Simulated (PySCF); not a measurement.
SiP⁻: energy against distance

Set-up: Si def2-TZVPPD, P def2-TZVPPD; no relativity (PySCF 2.14). Energies in eV from Si⁻ + P in their ground configurations at the same level. State: ¹Σ⁺ (singlet), closed shell.

All columns are PBE0. A positive dipole points towards P; it is taken about the centre of mass and depends on that origin.

| R (Å) | E (eV) | μ (D) | Mulliken charge on Si (basis-dependent) | HOMO (eV) | LUMO (eV) | Mayer bond order | ⟨S²⟩ |
| --- | --- | --- | --- | --- | --- | --- | --- |
| 1.722 | -3.690 | 0.22 | -0.66 | -0.73 | 4.30 | 2.82 | 0.00 |
| 1.802 | -4.562 | 0.06 | -0.67 | -0.85 | 4.12 | 2.83 | 0.00 |
| 1.882 | -5.047 | -0.10 | -0.67 | -0.94 | 3.92 | 2.84 | 0.00 |
| 1.942 | -5.219 | -0.22 | -0.66 | -1.00 | 3.78 | 2.85 | 0.00 |
| 2.002 | -5.267 | -0.34 | -0.65 | -0.98 | 3.64 | 2.86 | 0.00 |
| 2.062 | -5.217 | -0.46 | -0.64 | -0.89 | 3.50 | 2.87 | 0.00 |
| 2.142 | -5.037 | -0.61 | -0.63 | -0.79 | 3.32 | 2.88 | 0.00 |
| 2.242 | -4.685 | -0.78 | -0.61 | -0.67 | 3.10 | 2.90 | 0.00 |
| 2.362 | -4.151 | -0.97 | -0.59 | -0.56 | 2.85 | 2.91 | 0.00 |
| 2.522 | -3.355 | -1.20 | -0.57 | -0.44 | 2.54 | 2.92 | 0.00 |

A fit through these points gives, at Re = 1.999 Å, μ = -0.34 D and dμ/dR = -1.94 D/Å; the reduced mass is 14.7 u.

Task: How strong is the fundamental in the double-harmonic approximation, I = 42.26·(dμ/dR)²/μred km/mol?

Result: I = 42.26·(-1.94)²/14.7 = 10.8 km/mol at PBE0.

For an ion De counts to the pair picked by the measured ionisation energies or electron affinities, which need not be the lowest pair at this level.
